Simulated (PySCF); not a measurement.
System (SMILES): C[SiH3] (CH3-SiH3).
Geometry (B3LYP-D3(BJ)/def2-TZVP, fixed):
```
Si
H 1 1.4834
H 1 1.4834 2 108.30
H 1 1.4834 2 108.30 3 -117.24
C 1 1.8761 2 110.62 4 -121.38
H 5 1.0915 1 110.87 2 60.00
H 5 1.0915 6 108.04 1 -121.68
H 5 1.0915 6 108.04 7 -116.65
```

Basis-set convergence of the mean static polarisability at HF with PySCF. All functions are spherical. Density fitting with generated auxiliary sets. No added dispersion term, no relativity. Reference: the value in aug-pcseg-2, 40.41 bohr³, itself unsure by roughly 0.4 % (its distance from aug-cc-pV(T+d)Z). Deviations are taken from unrounded values.

```
basis            functions  mean static polarisability (bohr³)
---------------  ---------  ----------------------------------
def2-SVP                62                               34.39
def2-SVPD               92                               39.87
pcseg-1                 62                               33.50
aug-pcseg-1            104                               39.75
cc-pV(D+d)Z             67                               35.09
aug-cc-pV(D+d)Z        109                               40.64
6-311G**                80                               35.20
6-311+G**               88                               36.39
def2-TZVP              104                               38.02
def2-TZVPD             134                               40.34
pcseg-2                148                               37.87
aug-pcseg-2            234                               40.41
cc-pV(T+d)Z            153                               38.45
aug-cc-pV(T+d)Z        239                               40.56
def2-TZVPP             157                               38.68
def2-TZVPPD            187                               40.47
```

What the diffuse functions change, pair by pair:
- def2-SVP to def2-SVPD: 30 more functions, deviation -14.9 to -1.3 %
- pcseg-1 to aug-pcseg-1: 42 more functions, deviation -17.1 to -1.6 %
- cc-pV(D+d)Z to aug-cc-pV(D+d)Z: 42 more functions, deviation -13.2 to 0.6 %
- 6-311G** to 6-311+G**: 8 more functions, deviation -12.9 to -10.0 %
- def2-TZVP to def2-TZVPD: 30 more functions, deviation -5.9 to -0.2 %
- pcseg-2 to aug-pcseg-2: 86 more functions, deviation -6.3 to 0.0 %
- cc-pV(T+d)Z to aug-cc-pV(T+d)Z: 86 more functions, deviation -4.8 to 0.4 %
- def2-TZVPP to def2-TZVPPD: 30 more functions, deviation -4.3 to 0.1 %

Leaving out the reference's own pair, they bring the value nearer the reference by more than 0.4 % in 7 of 7 pairs.
